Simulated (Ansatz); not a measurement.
`COC(C)(F)F` → `C[C](F)F`• + `C[O]`•  (homolysis of the C–O bond)

Computed with Ansatz on PBE0-D4/def2-TZVP structures; ΔE is electronic, products minus reactants. CCSD(T)/CBS adds triple-zeta CCSD(T) − MP2 to the extrapolated MP2 energy (def2 sets, frozen cores). This one scheme is used for every species. DFT in def2-TZVPP. B3LYP here is the variant with VWN-RPA as its local correlation; programs differ in this. No spin–orbit coupling; open shells (•) take unrestricted orbitals. One conformer a species, not always the lowest.

`COC(C)(F)F`:

Z-matrix (Å, degrees):
```
C
O 1 1.415
H 1 1.095 2 111.6
H 1 1.093 2 111.3 3 -123.0
H 1 1.088 2 106.0 3 118.4
C 2 1.361 1 116.3 3 70.5
F 6 1.369 2 109.6 1 64.4
C 6 1.506 2 116.5 1 -59.8
F 6 1.347 2 105.2 1 178.2
H 8 1.089 6 108.8 2 -174.8
H 8 1.089 6 110.7 2 65.7
H 8 1.090 6 109.4 2 -55.2
```

`C[C](F)F`•:

```xyz
7

C     0.251    0.116   -0.593
C    -0.232   -0.462    0.681
F     0.408   -0.053    1.774
F    -1.545   -0.389    0.881
H    -0.273   -0.347   -1.429
H     1.321   -0.064   -0.697
H     0.070    1.198   -0.618
```

`C[O]`•:

Cartesian coordinates in Å:
```
C 0.035 -0.028 0.030
O 0.146 0.700 -1.107
H -1.034 0.037 0.316
H 0.604 0.388 0.874
H 0.250 -1.097 -0.112
```

```
         level  ΔE (kJ/mol)
       PBE0-D4        402.9
      B3LYP-D4        391.7
       ωB97X-V        418.8
         B3LYP        377.6
MP2/def2-QZVPP        468.5
  HF/CBS(def2)        273.3
 MP2/CBS(def2)        473.4
CCSD/CBS(def2)        423.7
```

**Question.** What does CCSD(T)/CBS give? (Best estimate.)

**Answer.** Ansatz gave: +436.5 kJ/mol. The listed levels differ from it by -33.6, -44.8, -17.7, -58.9, 32.0, -163.2, 36.9, -12.8 kJ/mol.

Largest T1 diagnostic among the species: 0.019.

The D4 term adds +14.1 kJ/mol with B3LYP and +7.6 kJ/mol with PBE0; it sums over pairs of atoms, weighted by their polarisabilities, and B3LYP, whose exchange is more repulsive, gets the larger term. In def2-TZVPP, CCSD(T) changes the Hartree–Fock value by +151.4 kJ/mol (the triples alone add +12.8 kJ/mol) and MP2 by +188.3 kJ/mol; breaking electron pairs costs correlation energy, which Hartree–Fock lacks.
